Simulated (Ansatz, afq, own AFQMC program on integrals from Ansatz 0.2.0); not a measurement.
# BNH⁺, quintet: AFQMC among the cluster methods

```yaml
atoms:
  - { symbol: B, position_ang: [0.0000, 0.0798, 0.8638] }
  - { symbol: N, position_ang: [0.0000, -0.1176, -0.5879] }
  - { symbol: H, position_ang: [0.0000, 0.7790, -1.0947] }
```

Connectivity, by distances: B–NH.

Basis cc-pVDZ. Only valence electrons are correlated. Ansatz 0.2.0 and our own AFQMC program on the same integrals; the CISD trial comes from CCSD amplitudes, and released means the phaseless constraint is let go. Free AFQMC starts from the CCSD state and is never constrained. Its projection time is finite, and what remains of the start isn't in its error. Error bars are statistical, one sigma.

Determinant: ROHF, the one that the program's search chose, which needn't be the lowest solution. The geometry is a PBE0/def2-TZVP stationary point of this or a neighbouring charge and spin state.

No full CI on the walks' own integrals is used here; CCSDT(Q) serves as the reference and is uncertain by about the last step of the cluster series.

Cautions: another spin lies lower (by 4.78 eV).

* T1 diagnostic: 0.0159
* weight of the determinant in the CISD state: 0.944
* size of the correlated space: 8 electrons in 31 orbitals

| level | correlation energy (eV) |
| --- | --- |
| MP2 | -3.2573 |
| CCSD | -3.8805 |
| CCSD(T) | -3.9492 |

Task: Estimate where phaseless AFQMC with a CISD trial lies against CCSD(T) on the same integrals.

Result: 0.61 ± 0.22 mEh below CCSD(T).

Reference: CCSDT(Q), correlation energy -3.967 eV. The released energy is read at 1.50 1/Eh (meV from the phaseless value at times in 1/Eh: 1 ± 5 at 0.24, 4 ± 4 at 0.50, -1 ± 4 at 1.00, -3 ± 5 at 1.50).

| level | E − E(reference) (mEh) | share of correlation (%) |
| --- | --- | --- |
| CCSD(T) | 0.64 | 99.56 |
| CCSDT | 0.12 | 99.92 |
| ph-AFQMC/HF | 0.07 ± 1.17 | 99.95 |
| ph-AFQMC/CISD | 0.03 ± 0.22 | 99.98 |
| released AFQMC | -0.09 ± 0.19 | 100.06 |
| free AFQMC | -0.18 ± 0.32 | 100.12 |

Free projections are given only where their last times agree within the noise and don't stop above the reference; a slow remainder of the start can still hide under it. A walk keeps the symmetry of its determinant, which the program's search chose and which needn't be the lowest solution, so a lower state of the same spin and another symmetry isn't excluded. Released energies are given only where the last usable release times agree within the noise; a slower fall can still hide under it.
